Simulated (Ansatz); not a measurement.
**C₅H₁₀O₂: taking an electron away**

How much energy removes an electron from C₅H₁₀O₂ at fixed geometry? The cation is run at each level and the neutral's energy taken from earlier runs.

Method: unrestricted cation, the program's frozen cores in correlated methods; program: Ansatz 0.2.0, Gaussian basis.

Levels to be run: UKS PBE-D4/def2-TZVPP; UKS r2SCAN-D4/def2-TZVPP; UKS PBE0-D4/def2-TZVPP; UKS B3LYP-D4/def2-TZVPP; UKS wB97X-V/def2-TZVPP; UKS wB97M-V/def2-TZVPP; UKS B2PLYP/def2-TZVPP; UHF-CCSD(T)/def2-TZVPP; UHF-MP2/def2-QZVPP; extrapolation to the limit; then −ε(HOMO) from the neutral's earlier runs with LDA (SPW92), PBE-D4, revPBE-D4, BLYP-D4, r2SCAN-D4, B97M-V, PBE0-D4, B3LYP-D4, r2SCANh-D4, r2SCAN0-D4, HSE06-D4, BHLYP-D4, CAM-B3LYP-D4, LC-ωPBE, ωB97X-V, ωB97M-V.

## 1. The relaxed structure

The geometry comes from an earlier relaxation with PBE0-D4 in a triple-zeta def2 set; it is a stationary point, not always the lowest conformer.

SMILES `CC1CCOCO1`, 17 atoms, charge 0, spin multiplicity 1.

Atoms are counted from 1 here; the program's logs count them from 0.

Bond lengths: C1–C2 1.520 Å, C1–H8 1.091 Å, C1–H9 1.092 Å, C1–H10 1.093 Å, C2–C3 1.527 Å, C2–O7 1.426 Å, C2–H11 1.093 Å, C3–C4 1.517 Å, C3–H12 1.093 Å, C3–H13 1.094 Å, C4–O5 1.413 Å, C4–H14 1.101 Å, C4–H15 1.091 Å, O5–C6 1.395 Å, C6–O7 1.394 Å, C6–H16 1.104 Å, C6–H17 1.090 Å. Angles: C2–C1–H8 110.0°, C2–C1–H9 112.9°, C2–C1–H10 109.8°, H8–C1–H9 108.2°, H8–C1–H10 108.3°, H9–C1–H10 107.6°, C1–C2–C3 113.8°, C1–C2–O7 112.1°, C1–C2–H11 108.1°, C3–C2–O7 109.4°, C3–C2–H11 109.0°, O7–C2–H11 104.0°, C2–C3–C4 110.5°, C2–C3–H12 108.8°, C2–C3–H13 110.4°, C4–C3–H12 108.5°, C4–C3–H13 110.6°, H12–C3–H13 108.0° and more.

## 2. Cation, UKS PBE-D4/def2-TZVPP

Contents of in.yaml:

```yaml
crystal:
  periodic: [false, false, false]
  atoms:
    - {symbol: C, position_ang: [0.210668, -1.632854, -0.724294]}
    - {symbol: C, position_ang: [0.886813, -0.297255, -0.462855]}
    - {symbol: C, position_ang: [0.070822, 0.907211, -0.926598]}
    - {symbol: C, position_ang: [-1.043321, 1.204179, 0.059558]}
    - {symbol: O, position_ang: [-0.515412, 1.328174, 1.364576]}
    - {symbol: C, position_ang: [0.148025, 0.156896, 1.730060]}
    - {symbol: O, position_ang: [1.237066, -0.132750, 0.909828]}
    - {symbol: H, position_ang: [0.810252, -2.442442, -0.304434]}
    - {symbol: H, position_ang: [-0.791438, -1.692996, -0.295704]}
    - {symbol: H, position_ang: [0.119149, -1.796030, -1.800783]}
    - {symbol: H, position_ang: [1.848304, -0.296597, -0.982783]}
    - {symbol: H, position_ang: [0.727825, 1.779141, -0.980303]}
    - {symbol: H, position_ang: [-0.337398, 0.729875, -1.925737]}
    - {symbol: H, position_ang: [-1.807027, 0.411263, 0.045431]}
    - {symbol: H, position_ang: [-1.538990, 2.147884, -0.172452]}
    - {symbol: H, position_ang: [-0.569435, -0.682039, 1.732760]}
    - {symbol: H, position_ang: [0.544075, 0.308319, 2.733749]}
basis:
  gaussian: {orbitals: def2-TZVPP}
total_charge: 1
magnetization: {spin_polarized: true, initial_magnetization: 1}
hamiltonian: {xc: pbe, dispersion: d4}
```

Launch:

```
$ ansatz run in.yaml --threads 2 --pin off --events-out ev --progress --plain --max-ram 32768MiB --backend cuda --devices 0, --max-vram 18GiB
```

The runs that follow: Cation, UKS r2SCAN-D4/def2-TZVPP; Cation, UKS PBE0-D4/def2-TZVPP; Cation, UKS B3LYP-D4/def2-TZVPP; Cation, UKS wB97X-V/def2-TZVPP; Cation, UKS wB97M-V/def2-TZVPP; Cation, UKS B2PLYP (frozen core)/def2-TZVPP; Cation, UHF-CCSD(T)/def2-TZVPP; Cation, UHF-MP2/def2-QZVPP.

**Question.** What will the summary of the whole plan be? Wanted: ionisation energy, CCSD(T)/CBS; nearest functional by difference; nearest −ε(HOMO); −ε(HOMO) of PBE; T1 of the cation.

As calculated:

| quantity | value |
| --- | --- |
| ionisation energy, CCSD(T)/CBS | 10.15 eV |
| nearest functional by difference | ωB97X-V (-0.25 eV) |
| nearest −ε(HOMO) | ωB97X-V (-0.12 eV) |
| −ε(HOMO) of PBE | 6.02 eV |
| T1 of the cation | 0.032 |

In words: Energy differences with functionals land within 1.02 eV of the reference. −ε(HOMO) of PBE misses by 4.1 eV, since self-interaction lifts the level. Among orbital estimates ωB97X-V comes nearest. Hartree-Fock falls 1.29 eV short, as the neutral has more correlation energy than the cation. The cation's T1 (from the report) is 0.032, near the customary mark of 0.045 for open shells, so the coupled-cluster value is less safe.
